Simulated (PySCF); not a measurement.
**C2H4, 6 atoms: one timed run**

To be measured: the time of a CCSD(T) calculation on a Hartree-Fock reference on C2H4.

Program: PySCF 2.14.0 (CCSD(T), HF, Gaussian basis). Host: Arm Neoverse N1, 56 cores, 56 hardware threads, 90 GiB; it was booked for these runs alone, one at a time. Each run is timed once from launch to exit, start-up included.

## 1. The job

A molecule of 6 atoms and 16 electrons, in the basis def2-tzvp.

## 2. First run

input.py

```python
from pyscf import gto, scf, dft, mp, cc
mol = gto.M(basis='def2-tzvp', verbose=4, max_memory=40000, atom='''
C 0.0400 0.3400 0.0000
H 0.0400 1.4300 0.0000
H -0.9000 -0.2100 0.0000
C 1.1800 -0.3400 0.0000
H 1.1800 -1.4300 0.0000
H 2.1200 0.2100 0.0000
''')
mf = scf.RHF(mol)
mf.kernel()
mycc = cc.CCSD(mf).set_frozen()
mycc.kernel()
mycc.ccsd_t()
```

The run is started by

```console
$ OMP_NUM_THREADS=32 OPENBLAS_NUM_THREADS=1 OPENBLAS_CORETYPE=ARMV8 taskset -c 8-63 python input.py
```

The log of the run:

```text
#INFO: **** input file is <dir> ****
from pyscf import gto, scf, dft, mp, cc
mol = gto.M(basis='def2-tzvp', verbose=4, max_memory=40000, atom='''
C 0.0400 0.3400 0.0000
H 0.0400 1.4300 0.0000
H -0.9000 -0.2100 0.0000
C 1.1800 -0.3400 0.0000
H 1.1800 -1.4300 0.0000
H 2.1200 0.2100 0.0000
''')
mf = scf.RHF(mol)
mf.kernel()
mycc = cc.CCSD(mf).set_frozen()
mycc.kernel()
mycc.ccsd_t()
#INFO: ******************** input file end ********************

PySCF version 2.14.0
PySCF path  <dir>

[ENV] PYSCF_TMPDIR <dir>
[CONFIG] conf_file None
[INPUT] verbose = 4
[INPUT] num. atoms = 6
[INPUT] num. electrons = 16
[INPUT] charge = 0
[INPUT] spin (= nelec alpha-beta = 2S) = 0
[INPUT] symmetry False subgroup None
[INPUT] Mole.unit = angstrom
[INPUT] Symbol           X                Y                Z      unit          X                Y                Z       unit  Magmom
[INPUT]  1 C      0.040000000000   0.340000000000   0.000000000000 AA    0.075589044983   0.642506882352   0.000000000000 Bohr   0.0
[INPUT]  2 H      0.040000000000   1.430000000000   0.000000000000 AA    0.075589044983   2.702308358128   0.000000000000 Bohr   0.0
[INPUT]  3 H     -0.900000000000  -0.210000000000   0.000000000000 AA   -1.700753512109  -0.396842486159   0.000000000000 Bohr   0.0
[INPUT]  4 C      1.180000000000  -0.340000000000   0.000000000000 AA    2.229876826987  -0.642506882352   0.000000000000 Bohr   0.0
[INPUT]  5 H      1.180000000000  -1.430000000000   0.000000000000 AA    2.229876826987  -2.702308358128   0.000000000000 Bohr   0.0
[INPUT]  6 H      2.120000000000   0.210000000000   0.000000000000 AA    4.006219384078   0.396842486159   0.000000000000 Bohr   0.0

nuclear repulsion = 33.4155329197097
number of shells = 38
number of NR pGTOs = 124
number of NR cGTOs = 86
basis = def2-tzvp
ecp = {}

******** <class 'pyscf.scf.hf.RHF'> ********
method = RHF
initial guess = minao
damping factor = 0
level_shift factor = 0
DIIS = <class 'pyscf.scf.diis.CDIIS'>
diis_start_cycle = 1
diis_space = 8
diis_damp = 0
SCF conv_tol = 1e-09
SCF conv_tol_grad = None
SCF max_cycles = 50
direct_scf = True
direct_scf_tol = 1e-13
chkfile to save SCF result = <dir>
max_memory 40000 MB (current use 105 MB)
Set gradient conv threshold to 3.16228e-05
Initial guess from minao.
init E= -78.1544789734304
  HOMO = -0.288004173738791  LUMO = 0.0435818535028183  gap/eV = 9.02292
cycle= 1 E= -78.0431432710492  delta_E= 0.111  |g|= 0.232  |ddm|= 1.49
  HOMO = -0.390877788243507  LUMO = 0.132371313784823  gap/eV = 14.23833
cycle= 2 E= -78.0623287912745  delta_E= -0.0192  |g|= 0.059  |ddm|= 0.198
  HOMO = -0.3753901007012  LUMO = 0.146607144642896  gap/eV = 14.20427
cycle= 3 E= -78.0638243009782  delta_E= -0.0015  |g|= 0.0107  |ddm|= 0.0707
  HOMO = -0.379388974893335  LUMO = 0.14373923511905  gap/eV = 14.23504
cycle= 4 E= -78.0638635522396  delta_E= -3.93e-05  |g|= 0.0025  |ddm|= 0.0114
  HOMO = -0.378288820588928  LUMO = 0.144274350039289  gap/eV = 14.21967
cycle= 5 E= -78.0638666648333  delta_E= -3.11e-06  |g|= 0.00064  |ddm|= 0.00306
  HOMO = -0.37830850643924  LUMO = 0.144213460157633  gap/eV = 14.21855
cycle= 6 E= -78.0638669343493  delta_E= -2.7e-07  |g|= 0.000138  |ddm|= 0.00107
  HOMO = -0.378272956257547  LUMO = 0.144212685936498  gap/eV = 14.21756
cycle= 7 E= -78.0638669506669  delta_E= -1.63e-08  |g|= 1.23e-05  |ddm|= 0.000278
  HOMO = -0.378271230088327  LUMO = 0.144212013698539  gap/eV = 14.21749
cycle= 8 E= -78.0638669507677  delta_E= -1.01e-10  |g|= 1.65e-06  |ddm|= 2.82e-05
  HOMO = -0.378270941087379  LUMO = 0.144212144899114  gap/eV = 14.21749
Extra cycle  E= -78.0638669507695  delta_E= -1.85e-12  |g|= 5.41e-07  |ddm|= 3.9e-06
converged SCF energy = -78.0638669507695

******** <class 'pyscf.cc.ccsd.CCSD'> ********
CC2 = 0
CCSD nocc = 6, nmo = 84
frozen orbitals 2
max_cycle = 50
direct = 0
conv_tol = 1e-07
conv_tol_normt = 1e-05
diis_space = 6
diis_start_cycle = 0
diis_start_energy_diff = 1e+09
max_memory 40000 MB (current use 176 MB)
Init t2, MP2 energy = -78.3879867665931  E_corr(MP2) -0.324119815823576
Init E_corr(CCSD) = -0.324119815823701
cycle = 1  E_corr(CCSD) = -0.33899507465632  dE = -0.0148752588  norm(t1,t2) = 0.0445718
cycle = 2  E_corr(CCSD) = -0.347520735279587  dE = -0.00852566062  norm(t1,t2) = 0.0167761
cycle = 3  E_corr(CCSD) = -0.349629441142596  dE = -0.00210870586  norm(t1,t2) = 0.00754253
cycle = 4  E_corr(CCSD) = -0.350491808137881  dE = -0.000862366995  norm(t1,t2) = 0.00244895
cycle = 5  E_corr(CCSD) = -0.350331415220224  dE = 0.000160392918  norm(t1,t2) = 0.000603424
cycle = 6  E_corr(CCSD) = -0.350325990821821  dE = 5.4243984e-06  norm(t1,t2) = 8.22451e-05
cycle = 7  E_corr(CCSD) = -0.350330885791272  dE = -4.89496945e-06  norm(t1,t2) = 2.49929e-05
cycle = 8  E_corr(CCSD) = -0.35033111694285  dE = -2.31151578e-07  norm(t1,t2) = 4.68732e-06
cycle = 9  E_corr(CCSD) = -0.350330938575287  dE = 1.78367563e-07  norm(t1,t2) = 1.4133e-06
cycle = 10  E_corr(CCSD) = -0.35033092160879  dE = 1.69664972e-08  norm(t1,t2) = 4.21534e-07
CCSD converged
E(CCSD) = -78.41419787237831  E_corr = -0.3503309216087897
CCSD(T) correction = -0.0143167010318432
```

Wall time 5.1 s, CPU time 1.8 min, peak memory 0.4 GiB, 8 SCF iterations in all (32 threads).

Size of the job: 16 electrons, 86 basis functions.

## 3. Outcome

| quantity | value |
| --- | --- |
| reference | 5.1 s on 32 threads |

In words: CPU time over wall time is 21, for 32 threads. The figures hold for this build, input and host.
